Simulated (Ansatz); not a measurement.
# SiH4O (singlet): RPA-PBE over a scan of the distance O1–H3 along a hydrogen transfer, cc-pVDZ

Aim: run SiH4O (singlet) with these functionals over a scan of the distance O1–H3 along a hydrogen transfer, and hold them against the top wave-function level at the same points.

Computed with Ansatz 0.2.0, Gaussian basis. Level: cc-pVDZ, all electrons in the functionals, frozen cores in the correlation of double hybrids and RPA.

To be run: RPA-PBE, at 0.892 Å; 0.960 Å; 1.061 Å; 1.163 Å; 1.265 Å; 1.367 Å; 1.468 Å; 1.570 Å; 1.672 Å.

8 further runs of the same task are left out: 1 for a mislabelled method, 6 that didn't finish, 1 set aside as unsound or not needed.

### 1 The geometry

The geometry derives from fragments relaxed apart (PBE0/def2-TZVP) and kept rigid, so it is no stationary point. A hydrogen atom is moved between rigid fragments.

6 atoms, charge 0, spin multiplicity 1.

Atoms are counted from 1 here; the program's logs count them from 0.

Bond lengths: O1–H2 0.960 Å, O1–H3 0.960 Å, Si4–H5 1.526 Å, Si4–H6 1.526 Å. Angles: H2–O1–H3 105.1°, H5–Si4–H6 91.2°.

No dispersion term is added.

The geometry shown and the zero of energy belong to the point 0.960 Å. The yardstick, RCCSDT(Q), and other wave-function levels (R restricted, U unrestricted, valence and pair active spaces) come from earlier runs.

### 2 RPA-PBE, 0.892 Å

in.yaml

```yaml
crystal:
  periodic: [false, false, false]
  atoms:
    - {symbol: O, position_ang: [-1.985952, 0.017219, 0.000000]}
    - {symbol: H, position_ang: [-2.235261, 0.943795, 0.000000]}
    - {symbol: H, position_ang: [-1.093952, 0.017219, 0.000000]}
    - {symbol: Si, position_ang: [1.126048, 0.017219, 0.000000]}
    - {symbol: H, position_ang: [1.738228, -0.857065, 1.090012]}
    - {symbol: H, position_ang: [1.738228, -0.857065, -1.090012]}
basis:
  gaussian: {orbitals: cc-pVDZ}
magnetization: {spin_polarized: true, initial_magnetization: 0}
hamiltonian: {xc: {name: PBE}}
correlation: {method: rpa, electrons: outside_noble_gas}
```

Run with:

```
ansatz run in.yaml --threads 1 --pin off --events-out ev --progress --plain --max-ram 2393MiB
```

What it wrote:

```text
Functional definition: PBE
  name "PBE"
  cite "Perdew, Burke & Ernzerhof, Phys. Rev. Lett. 77, 3865 (1996) doi:10.1103/PhysRevLett.77.3865"
  parent pbe
  parameter kappa = 0.804
  parameter beta = 0.06672455060314922
  exchange = pbe_x(kappa = kappa, mu = beta*pi^2/3)
  correlation = pbe_c(beta = beta)
486 factors; integrals over basis functions are off by at most 1.5e-3 eV
mean field evaluation 1: about -9975.1188 eV, gradient 3.8e1 eV
mean field evaluation 2: about -9975.1141 eV, gradient 3.8e1 eV
mean field evaluation 4: about -9978.0897 eV, gradient 1.8e1 eV
mean field evaluation 8: about -9980.4439 eV, gradient 7.8e-2 eV
mean field evaluation 16: about -9980.4424 eV, gradient 2.6e-5 eV
mean field evaluation 32: about -9980.4189 eV, gradient 2.9e-1 eV
mean field -9980.44241200 eV, -366.7744936541 hartree, gradient 2.3e-6 eV, S^2 0.000000; 2 other end points of the search recorded, 0 dependent functions left out
6 core orbitals not correlated: weight in the atoms' cores, before any rotation towards them, 1.000 or more for the frozen orbitals, at most 0.000 for the correlated occupied ones
reference -9959.74031860 eV, -366.0137057539 hartree; 7, 7 occupied and 39, 39 virtual orbitals, 486 factors
Total energy: -9973.53110351 eV, -366.5205077516 hartree
```

Run time: 3 s. Hardware: 1 thread of Arm Neoverse V1, shared host.

From the report: ⟨S²⟩ of the determinant 0.000 (pure singlet: 0.00).

### 3 RPA-PBE, 0.960 Å

in.yaml

```yaml
crystal:
  periodic: [false, false, false]
  atoms:
    - {symbol: O, position_ang: [-1.987366, 0.017219, 0.000000]}
    - {symbol: H, position_ang: [-2.236676, 0.943795, 0.000000]}
    - {symbol: H, position_ang: [-1.027837, 0.017219, 0.000000]}
    - {symbol: Si, position_ang: [1.124634, 0.017219, 0.000000]}
    - {symbol: H, position_ang: [1.736814, -0.857065, 1.090012]}
    - {symbol: H, position_ang: [1.736814, -0.857065, -1.090012]}
basis:
  gaussian: {orbitals: cc-pVDZ}
magnetization: {spin_polarized: true, initial_magnetization: 0}
hamiltonian: {xc: {name: PBE}}
correlation: {method: rpa, electrons: outside_noble_gas}
```

Same command.

What it wrote, shortened:

```text
Functional definition: PBE
  name "PBE"
  cite "Perdew, Burke & Ernzerhof, Phys. Rev. Lett. 77, 3865 (1996) doi:10.1103/PhysRevLett.77.3865"
  parent pbe
[...]
487 factors; integrals over basis functions are off by at most 1.4e-3 eV
[...]
mean field -9980.65715596 eV, -366.7823853492 hartree, gradient 2.3e-6 eV, S^2 0.000000; 5 other end points of the search recorded, 0 dependent functions left out
6 core orbitals not correlated: weight in the atoms' cores, before any rotation towards them, 1.000 or more for the frozen orbitals, at most 0.000 for the correlated occupied ones
reference -9959.75602855 eV, -366.0142830841 hartree; 7, 7 occupied and 39, 39 virtual orbitals, 487 factors
Total energy: -9973.69088957 eV, -366.5263797811 hartree
```

It took 5 s on 1 thread of Arm Neoverse V1, shared host.

From the report: ⟨S²⟩ of the determinant 0.000 (pure singlet: 0.00).

### 4 RPA-PBE, 1.061 Å

in.yaml

```yaml
crystal:
  periodic: [false, false, false]
  atoms:
    - {symbol: O, position_ang: [-1.989492, 0.017219, 0.000000]}
    - {symbol: H, position_ang: [-2.238802, 0.943795, 0.000000]}
    - {symbol: H, position_ang: [-0.928492, 0.017219, 0.000000]}
    - {symbol: Si, position_ang: [1.122508, 0.017219, 0.000000]}
    - {symbol: H, position_ang: [1.734688, -0.857065, 1.090012]}
    - {symbol: H, position_ang: [1.734688, -0.857065, -1.090012]}
basis:
  gaussian: {orbitals: cc-pVDZ}
magnetization: {spin_polarized: true, initial_magnetization: 0}
hamiltonian: {xc: {name: PBE}}
correlation: {method: rpa, electrons: outside_noble_gas}
```

Same command.

What it wrote, shortened:

```text
Functional definition: PBE
  name "PBE"
  cite "Perdew, Burke & Ernzerhof, Phys. Rev. Lett. 77, 3865 (1996) doi:10.1103/PhysRevLett.77.3865"
  parent pbe
[...]
487 factors; integrals over basis functions are off by at most 1.5e-3 eV
[...]
mean field -9980.57606163 eV, -366.7794051875 hartree, gradient 3.3e-6 eV, S^2 0.000000; 6 other end points of the search recorded, 0 dependent functions left out
6 core orbitals not correlated: weight in the atoms' cores, before any rotation towards them, 1.000 or more for the frozen orbitals, at most 0.000 for the correlated occupied ones
reference -9959.33137125 eV, -365.9986772161 hartree; 7, 7 occupied and 39, 39 virtual orbitals, 487 factors
Total energy: -9973.51135108 eV, -366.5197818632 hartree
```

Wall time 5.5 s (1 thread of Arm Neoverse V1, shared host).

From the report: ⟨S²⟩ of the determinant 0.000 (pure singlet: 0.00).

From 0.960 Å: +0.180 eV.

### 5 RPA-PBE, 1.163 Å

in.yaml

```yaml
crystal:
  periodic: [false, false, false]
  atoms:
    - {symbol: O, position_ang: [-1.991629, 0.017219, 0.000000]}
    - {symbol: H, position_ang: [-2.240938, 0.943795, 0.000000]}
    - {symbol: H, position_ang: [-0.828629, 0.017219, 0.000000]}
    - {symbol: Si, position_ang: [1.120371, 0.017219, 0.000000]}
    - {symbol: H, position_ang: [1.732552, -0.857065, 1.090012]}
    - {symbol: H, position_ang: [1.732552, -0.857065, -1.090012]}
basis:
  gaussian: {orbitals: cc-pVDZ}
magnetization: {spin_polarized: true, initial_magnetization: 0}
hamiltonian: {xc: {name: PBE}}
correlation: {method: rpa, electrons: outside_noble_gas}
```

The command is unchanged.

What it wrote, shortened:

```text
Functional definition: PBE
  name "PBE"
  cite "Perdew, Burke & Ernzerhof, Phys. Rev. Lett. 77, 3865 (1996) doi:10.1103/PhysRevLett.77.3865"
  parent pbe
[...]
487 factors; integrals over basis functions are off by at most 1.6e-3 eV
[...]
mean field -9980.26896943 eV, -366.7681197571 hartree, gradient 1.9e-6 eV, S^2 0.000000; 8 other end points of the search recorded, 0 dependent functions left out
6 core orbitals not correlated: weight in the atoms' cores, before any rotation towards them, 1.000 or more for the frozen orbitals, at most 0.000 for the correlated occupied ones
reference -9958.63765275 eV, -365.9731835316 hartree; 7, 7 occupied and 39, 39 virtual orbitals, 487 factors
Total energy: -9973.10665372 eV, -366.5049095098 hartree
```

Run time: 7.5 s. Hardware: 1 thread of Arm Neoverse V1, shared host.

From the report: ⟨S²⟩ of the determinant 0.000 (pure singlet: 0.00).

From 0.960 Å: +0.584 eV.

### 6 RPA-PBE, 1.265 Å

in.yaml

```yaml
crystal:
  periodic: [false, false, false]
  atoms:
    - {symbol: O, position_ang: [-1.993765, 0.017219, 0.000000]}
    - {symbol: H, position_ang: [-2.243075, 0.943795, 0.000000]}
    - {symbol: H, position_ang: [-0.728765, 0.017219, 0.000000]}
    - {symbol: Si, position_ang: [1.118235, 0.017219, 0.000000]}
    - {symbol: H, position_ang: [1.730415, -0.857065, 1.090012]}
    - {symbol: H, position_ang: [1.730415, -0.857065, -1.090012]}
basis:
  gaussian: {orbitals: cc-pVDZ}
magnetization: {spin_polarized: true, initial_magnetization: 0}
hamiltonian: {xc: {name: PBE}}
correlation: {method: rpa, electrons: outside_noble_gas}
```

The command is unchanged.

What it wrote, shortened:

```text
Functional definition: PBE
  name "PBE"
  cite "Perdew, Burke & Ernzerhof, Phys. Rev. Lett. 77, 3865 (1996) doi:10.1103/PhysRevLett.77.3865"
  parent pbe
[...]
488 factors; integrals over basis functions are off by at most 1.4e-3 eV
[...]
mean field -9979.90201641 eV, -366.7546344827 hartree, gradient 4.6e-6 eV, S^2 0.000000; 12 other end points of the search recorded, 0 dependent functions left out
6 core orbitals not correlated: weight in the atoms' cores, before any rotation towards them, 1.000 or more for the frozen orbitals, at most 0.000 for the correlated occupied ones
reference -9957.86777917 eV, -365.9448911992 hartree; 7, 7 occupied and 39, 39 virtual orbitals, 488 factors
Total energy: -9972.67165318 eV, -366.4889235346 hartree
```

It took 13 s on 1 thread of Arm Neoverse V1, shared host.

From the report: ⟨S²⟩ of the determinant 0.000 (pure singlet: 0.00).

From 0.960 Å: +1.019 eV.

### 7 RPA-PBE, 1.367 Å

in.yaml

```yaml
crystal:
  periodic: [false, false, false]
  atoms:
    - {symbol: O, position_ang: [-1.995902, 0.017219, 0.000000]}
    - {symbol: H, position_ang: [-2.245212, 0.943795, 0.000000]}
    - {symbol: H, position_ang: [-0.628902, 0.017219, 0.000000]}
    - {symbol: Si, position_ang: [1.116098, 0.017219, 0.000000]}
    - {symbol: H, position_ang: [1.728278, -0.857065, 1.090012]}
    - {symbol: H, position_ang: [1.728278, -0.857065, -1.090012]}
basis:
  gaussian: {orbitals: cc-pVDZ}
magnetization: {spin_polarized: true, initial_magnetization: 0}
hamiltonian: {xc: {name: PBE}}
correlation: {method: rpa, electrons: outside_noble_gas}
```

Same command.

What it wrote, shortened:

```text
Functional definition: PBE
  name "PBE"
  cite "Perdew, Burke & Ernzerhof, Phys. Rev. Lett. 77, 3865 (1996) doi:10.1103/PhysRevLett.77.3865"
  parent pbe
[...]
486 factors; integrals over basis functions are off by at most 1.4e-3 eV
[...]
mean field -9979.56033559 eV, -366.7420779441 hartree, gradient 2.1e-6 eV, S^2 0.167683; 11 other end points of the search recorded, 0 dependent functions left out
6 core orbitals not correlated: weight in the atoms' cores, before any rotation towards them, 1.000 or more for the frozen orbitals, at most 0.000 for the correlated occupied ones
reference -9957.39031561 eV, -365.9273447370 hartree; 7, 7 occupied and 39, 39 virtual orbitals, 486 factors
Total energy: -9972.26310414 eV, -366.4739096345 hartree
```

Run time: 11 s. Hardware: 1 thread of Arm Neoverse V1, shared host.

From the report: ⟨S²⟩ of the determinant 0.168 (pure singlet: 0.00).

From 0.960 Å: +1.428 eV.

### 8 RPA-PBE, 1.468 Å

in.yaml

```yaml
crystal:
  periodic: [false, false, false]
  atoms:
    - {symbol: O, position_ang: [-1.998018, 0.017219, 0.000000]}
    - {symbol: H, position_ang: [-2.247327, 0.943795, 0.000000]}
    - {symbol: H, position_ang: [-0.530018, 0.017219, 0.000000]}
    - {symbol: Si, position_ang: [1.113982, 0.017219, 0.000000]}
    - {symbol: H, position_ang: [1.726163, -0.857065, 1.090012]}
    - {symbol: H, position_ang: [1.726162, -0.857065, -1.090012]}
basis:
  gaussian: {orbitals: cc-pVDZ}
magnetization: {spin_polarized: true, initial_magnetization: 0}
hamiltonian: {xc: {name: PBE}}
correlation: {method: rpa, electrons: outside_noble_gas}
```

The command is unchanged.

What it wrote, shortened:

```text
Functional definition: PBE
  name "PBE"
  cite "Perdew, Burke & Ernzerhof, Phys. Rev. Lett. 77, 3865 (1996) doi:10.1103/PhysRevLett.77.3865"
  parent pbe
[...]
484 factors; integrals over basis functions are off by at most 1.5e-3 eV
[...]
mean field -9979.29843765 eV, -366.7324533721 hartree, gradient 3.1e-6 eV, S^2 0.405231; 13 other end points of the search recorded, 0 dependent functions left out
6 core orbitals not correlated: weight in the atoms' cores, before any rotation towards them, 1.000 or more for the frozen orbitals, at most 0.000 for the correlated occupied ones
reference -9957.36293852 eV, -365.9263386477 hartree; 7, 7 occupied and 39, 39 virtual orbitals, 484 factors
Total energy: -9971.98778902 eV, -366.4637919905 hartree
```

Run time: 13 s. Hardware: 1 thread of Arm Neoverse V1, shared host.

From the report: ⟨S²⟩ of the determinant 0.405 (pure singlet: 0.00).

From 0.960 Å: +1.703 eV.

### 9 RPA-PBE, 1.570 Å

in.yaml

```yaml
crystal:
  periodic: [false, false, false]
  atoms:
    - {symbol: O, position_ang: [-2.000154, 0.017219, 0.000000]}
    - {symbol: H, position_ang: [-2.249464, 0.943795, 0.000000]}
    - {symbol: H, position_ang: [-0.430154, 0.017219, 0.000000]}
    - {symbol: Si, position_ang: [1.111846, 0.017219, 0.000000]}
    - {symbol: H, position_ang: [1.724026, -0.857065, 1.090012]}
    - {symbol: H, position_ang: [1.724026, -0.857065, -1.090012]}
basis:
  gaussian: {orbitals: cc-pVDZ}
magnetization: {spin_polarized: true, initial_magnetization: 0}
hamiltonian: {xc: {name: PBE}}
correlation: {method: rpa, electrons: outside_noble_gas}
```

Launched as before.

What it wrote, shortened:

```text
Functional definition: PBE
  name "PBE"
  cite "Perdew, Burke & Ernzerhof, Phys. Rev. Lett. 77, 3865 (1996) doi:10.1103/PhysRevLett.77.3865"
  parent pbe
[...]
484 factors; integrals over basis functions are off by at most 1.5e-3 eV
[...]
mean field -9979.08564912 eV, -366.7246335380 hartree, gradient 1.3e-6 eV, S^2 0.583603; 11 other end points of the search recorded, 0 dependent functions left out
6 core orbitals not correlated: weight in the atoms' cores, before any rotation towards them, 1.000 or more for the frozen orbitals, at most 0.000 for the correlated occupied ones
reference -9957.53973987 eV, -365.9328359772 hartree; 7, 7 occupied and 39, 39 virtual orbitals, 484 factors
Total energy: -9971.83180383 eV, -366.4580596403 hartree
```

Wall time 13 s (1 thread of Arm Neoverse V1, shared host).

From the report: ⟨S²⟩ of the determinant 0.584 (pure singlet: 0.00). The determinant is far from a pure spin state, so its energy mixes those of several spin states (harmless only where they are near-degenerate, as at dissociation).

From 0.960 Å: +1.859 eV.

### 10 RPA-PBE, 1.672 Å

in.yaml

```yaml
crystal:
  periodic: [false, false, false]
  atoms:
    - {symbol: O, position_ang: [-2.002291, 0.017219, 0.000000]}
    - {symbol: H, position_ang: [-2.251601, 0.943795, 0.000000]}
    - {symbol: H, position_ang: [-0.330291, 0.017219, 0.000000]}
    - {symbol: Si, position_ang: [1.109709, 0.017219, 0.000000]}
    - {symbol: H, position_ang: [1.721889, -0.857065, 1.090012]}
    - {symbol: H, position_ang: [1.721889, -0.857065, -1.090012]}
basis:
  gaussian: {orbitals: cc-pVDZ}
magnetization: {spin_polarized: true, initial_magnetization: 0}
hamiltonian: {xc: {name: PBE}}
correlation: {method: rpa, electrons: outside_noble_gas}
```

The command is unchanged.

What it wrote, shortened:

```text
Functional definition: PBE
  name "PBE"
  cite "Perdew, Burke & Ernzerhof, Phys. Rev. Lett. 77, 3865 (1996) doi:10.1103/PhysRevLett.77.3865"
  parent pbe
[...]
483 factors; integrals over basis functions are off by at most 1.5e-3 eV
[...]
mean field -9978.83973210 eV, -366.7155962541 hartree, gradient 1.1e-6 eV, S^2 0.699696; 14 other end points of the search recorded, 0 dependent functions left out
6 core orbitals not correlated: weight in the atoms' cores, before any rotation towards them, 1.000 or more for the frozen orbitals, at most 0.000 for the correlated occupied ones
reference -9957.68860941 eV, -365.9383068321 hartree; 7, 7 occupied and 39, 39 virtual orbitals, 483 factors
Total energy: -9971.67797272 eV, -366.4524064516 hartree
```

Run time: 13 s. Hardware: 1 thread of Arm Neoverse V1, shared host.

From the report: ⟨S²⟩ of the determinant 0.700 (pure singlet: 0.00). The determinant is far from a pure spin state, so its energy mixes those of several spin states (harmless only where they are near-degenerate, as at dissociation).

From 0.960 Å: +2.013 eV.

### 11 The comparison

The yardstick is RCCSDT(Q), where the cluster series has nearly closed. It comes from earlier runs at the same points. Energies in eV, counted from 0.960 Å; blanks weren't run or aren't comparable.

```
    level  0.892 Å  0.960 Å  1.061 Å  1.163 Å  1.265 Å  1.367 Å  1.468 Å  1.570 Å  1.672 Å
RCCSDT(Q)    0.145    0.000    0.209    0.657    1.144    1.542                           
  RPA-PBE    0.160    0.000    0.180    0.584    1.019    1.428    1.703    1.859    2.013
```

Largest miss and mean time a point (RCCSDT(Q) took 24 s a point; shared hosts):

```csv
level,largest miss (eV),where,time a point
RPA-PBE,-0.125,1.265 Å,9.2 s
```

### 12 What came out

```
                                              quantity                value
span of the RCCSDT(Q) curve (points where it is known)             1.542 eV
                                 largest miss, RPA-PBE  -0.125 eV (1.265 Å)
```

In words: Misses are known at 5 of 8 points at best, and only functionals with that many are ranked. RPA-PBE strays by up to 0.125 eV, at 1.265 Å. RPA-PBE clearly breaks the spin symmetry at some points (⟨S²⟩ up to 0.70 above the pure value), so energy there is bought with a mixed spin. Functionals and the yardstick converge differently with the basis, so part of each miss in cc-pVDZ is the basis. The program flags that the yardstick's amplitudes may have other solutions at some points.
